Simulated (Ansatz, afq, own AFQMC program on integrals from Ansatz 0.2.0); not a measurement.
# BH⁻, doublet in aug-cc-pVDZ, levels against full CI

```yaml
atoms:
  - { symbol: B, position_ang: [0.0000, 0.0000, 0.0000] }
  - { symbol: H, position_ang: [0.0000, 0.0000, 1.7320] }
```

Basis aug-cc-pVDZ. Only valence electrons are correlated. Integrals, coupled cluster, full CI and functionals: Ansatz 0.2.0; the random walks run on the same integrals in our own AFQMC program. ph-AFQMC/CISD is guided by a CISD state made of CCSD amplitudes; releasing the constraint for a short imaginary time cuts its bias at the price of noise, slowly where states lie close. Error bars are statistical, one sigma.

Determinant: UHF, the one that the program's search chose, which needn't be the lowest solution. The geometry is a point of a scan.

Full CI on the same integrals is exact in this basis and with this determinant's frozen core.

Cautions: an unrestricted solution with more broken spin lies lower (9 meV, ⟨S²⟩ 0.89); the released energies are still falling, so no released level is given (meV from the phaseless value at times in 1/Eh: -2.9 ± 1.8 at 0.24, -5.1 ± 2.0 at 0.51, -11.2 ± 1.7 at 0.99, -17.0 ± 1.9 at 1.62, -18.9 ± 1.5 at 2.40), though the last usable value meets full CI within the noise.

```
T1 diagnostic                               : 0.0310
weight of the determinant in the CISD state : 0.891
⟨S²⟩ of the determinant                     : 0.765
size of the correlated space                : 5 electrons in 31 orbitals
```

Reference: full CI, correlation energy -3.034 eV.

```json
{"level": "HF", "E − E(reference) (kcal/mol)": "69.97", "share of correlation (%)": "0.00"}
{"level": "MP2", "E − E(reference) (kcal/mol)": "21.05", "share of correlation (%)": "69.92"}
{"level": "CCSD", "E − E(reference) (kcal/mol)": "3.37", "share of correlation (%)": "95.18"}
{"level": "CCSD(T)", "E − E(reference) (kcal/mol)": "0.91", "share of correlation (%)": "98.70"}
{"level": "CCSDT", "E − E(reference) (kcal/mol)": "0.11", "share of correlation (%)": "99.84"}
{"level": "CCSDT(Q)", "E − E(reference) (kcal/mol)": "0.02", "share of correlation (%)": "99.97"}
{"level": "CCSDTQ", "E − E(reference) (kcal/mol)": "0.00", "share of correlation (%)": "100.00"}
{"level": "ph-AFQMC/CISD", "E − E(reference) (kcal/mol)": "0.49 ± 0.05", "share of correlation (%)": "99.30"}
```

CCSDT and higher add their correlation energy to the determinant of the CCSD(T) run, since their own runs factorise the integrals more tightly (a shift of under 2 meV). A walk keeps the symmetry of its determinant, which the program's search chose and which needn't be the lowest solution, so a lower state of the same spin and another symmetry isn't excluded.
